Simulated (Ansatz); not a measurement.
Geometry optimisation, RKS B3LYP-D4/def2-SVP in Ansatz.

Input:

```yaml
crystal:
  periodic: [false, false, false]
  atoms:
    - { symbol: Si, position_ang: [-0.8689, -0.2459, -0.41] }
    - { symbol: "N", position_ang: [0.5378, 0.7873, 0.7958] }
    - { symbol: "N", position_ang: [0.5457, -1.045, -0.7265] }
    - { symbol: H, position_ang: [1.1575, -0.1827, 0.1043] }
    - { symbol: H, position_ang: [-1.4544, 0.7847, -1.2729] }
    - { symbol: H, position_ang: [-1.8943, -0.7296, 0.5168] }
    - { symbol: H, position_ang: [0.7431, 1.7473, 0.5734] }
    - { symbol: H, position_ang: [0.4738, 0.6706, 1.7938] }
    - { symbol: H, position_ang: [0.7597, -1.7869, -1.3747] }
basis:
  gaussian: { orbitals: def2-SVP }
hamiltonian:
  xc: b3lyp
  dispersion: d4
relax:
  f_tol: 0.15
  max_steps: 25
  restrain:
    - { distance: [3, 1], at: 1.02, k: 30.0 }
    - { distance: [0, 1], at: 3.12, k: 30.0 }
    - { distance: [3, 2], at: 2.32, k: 30.0 }
```

Run as:

```bash
$ ansatz run input.yaml --threads 2 --pin off --max-ram 3072MiB --backend cpu --events-out ev --progress --plain --runs-dir out
```

Question: Where does it end, and by what steps?

Answer: The forces met the threshold. The restraints hold the end off the free minimum. After 11 steps the energy has risen by 0.234 eV (the restraints' own energy left out); N2 moved furthest, 0.67 Å. Joined: N2–H4 (1.34 → 1.02 Å).

| step | energy less start (eV) | largest force component (eV/Å) | accepted |
| --- | --- | --- | --- |
| 0 | 0.0000 | 2.089 | yes |
| 1 | 0.7061 | 3.727 | yes |
| 2 | 0.6995 | 3.189 | yes |
| 3 | 0.7377 | 1.420 | yes |
| 4 | 0.5307 | 1.243 | yes |
| 5 | 0.4416 | 0.886 | yes |
| 6 | 0.3065 | 0.640 | yes |
| 7 | 0.2936 | 0.959 | yes |
| 8 | 0.3285 | 1.081 | no |
| 9 | 0.2431 | 0.304 | yes |
| 10 | 0.2460 | 0.240 | no |
| 11 | 0.2340 | 0.129 | yes |

```xyz
9
Properties=species:S:1:pos:R:3
Si -1.055 -0.507 -0.612
N 1.115 0.931 1.103
N 0.175 -1.520 -0.834
H 1.147 0.058 0.575
H -1.508 0.651 -1.444
H -1.923 -0.718 0.561
H 0.865 1.693 0.473
H 0.397 0.846 1.822
H 0.787 -1.434 -1.645
```

Run time: 7.8 s on 2 threads of Intel(R) Xeon(R) 6975P-C (Granite Rapids), on a shared host, peak memory 0.16 GiB.
